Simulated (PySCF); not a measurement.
**Computed spin Hamiltonian**

C5H7S (doublet state).
Numbering: `[CH2:1][CH2:2][C:3](=[S:4])[CH:5]=[CH2:6]` (hydrogens: H7, H8 on C1; H9, H10 on C2; H11 on C5; H12, H13 on C6)

Structure used (GFN2-xTB), in Å, numbered top down from 1:
```xyz
13
C5H7S angstrom
C      2.269    0.178   -0.523
C      0.827    0.396   -0.411
C     -0.005   -0.774    0.016
S      0.665   -2.231    0.375
C     -1.434   -0.623    0.123
C     -2.142    0.483   -0.117
H      2.904    0.986   -0.833
H      2.700   -0.776   -0.293
H      0.435    0.763   -1.372
H      0.636    1.219    0.295
H     -1.950   -1.523    0.432
H     -3.213    0.487   -0.006
H     -1.696    1.414   -0.425
```

The hyperfine couplings belong to this conformer and change with its torsions.

Method used: UKS B3LYP, pcH-1 on C H S, non-relativistic, mean-field spin-orbit, GIAO in PySCF 2.14.0. The structure is a single GFN2-xTB conformer in the gas phase; no vibrational or solvent corrections. Couplings are sensitive to structure, and on GFN2-xTB geometries they can be far from those on DFT ones. The SCF solution wasn't tested for stability.

```
g1, g2, g3        : 2.00123, 2.00223, 2.00262
g_iso             : 2.00203
Form of g         : rhombic: the two nearest values differ by 28 % of g3 − g1
⟨S²⟩              : 0.7540 (exact 0.7500)
α and β electrons : 27, 26
```

Hyperfine couplings atom by atom, in 10⁻⁴ cm⁻¹; T1 to T3 are the principal values of the dipolar part; ρ(0) is the spin density at the nucleus (1 × 10⁻⁴ cm⁻¹ = 2.998 MHz):

```tsv
atom	isotope	a_iso	of which spin–orbit	T1	T2	T3	Mulliken spin population	ρ(0) (bohr⁻³)
C1	13C	28.9	0.0	-27.2	-27.0	54.2	1.08	0.0771
C2	13C	-11.6	0.0	-0.9	0.1	0.8	-0.09	-0.0309
C3	13C	1.4	0.0	-1.0	-0.2	1.2	0.03	0.0038
S4	33S	-0.4	0.0	-0.8	0.3	0.5	-0.01	-0.0030
C5	13C	-1.1	0.0	-0.7	0.2	0.5	-0.02	-0.0029
C6	13C	0.9	0.0	-0.9	-0.7	1.6	0.03	0.0023
H7	1H	-21.1	0.0	-13.1	-0.1	13.2	-0.05	-0.0141
H8	1H	-22.3	0.0	-13.1	0.1	13.1	-0.04	-0.0149
H9	1H	31.6	0.0	-1.9	-1.2	3.1	0.04	0.0212
H10	1H	32.9	0.0	-1.9	-1.2	3.1	0.04	0.0221
H11	1H	0.2	0.0	-0.3	-0.2	0.4	0.00	0.0001
H12	1H	-0.7	0.0	-0.6	-0.2	0.7	0.00	-0.0005
H13	1H	-0.6	0.0	-0.4	-0.1	0.5	0.00	-0.0004
```

The Mulliken spin populations are largest on C1 (+1.08) and C2 (-0.09). No atom but C1 exceeds +0.15. The positive populations add up to 1.21 and the negative ones to -0.21, together 2S = 1. The angles at C1 add up to 360.0°, so it is planar; its axial dipolar tensor and the negative couplings of its protons fit spin in a p orbital normal to that plane.

Axes: g1 points within 6° of the C1–H8 bond.

Under fast tumbling the dipolar parts average out, and these isotropic splittings remain: 2 × 1H (H9/H10, I = 1/2, 3 lines) with 3.45 mT, 2 × 1H (H7/H8, I = 1/2, 3 lines) with 2.32 mT, 1 × 1H (H12, I = 1/2, 2 lines) with 0.07 mT and 1 × 1H (H13, I = 1/2, 2 lines) with 0.06 mT.

Class means assume fast exchange of nuclei equivalent by connectivity; if that motion is slow, each nucleus keeps its own coupling.

The 13C coupling of C1 (86.6 MHz) shows only in satellite lines or after enrichment, since that isotope makes up about 1.07 % of natural carbon.

The run took 48 s of wall time (grids of density and orbitals included) on one thread, Arm Neoverse V1 (aarch64), shared host with 64 logical CPUs at a one-minute load of 82, and the process peaked at 0.88 GiB of memory.
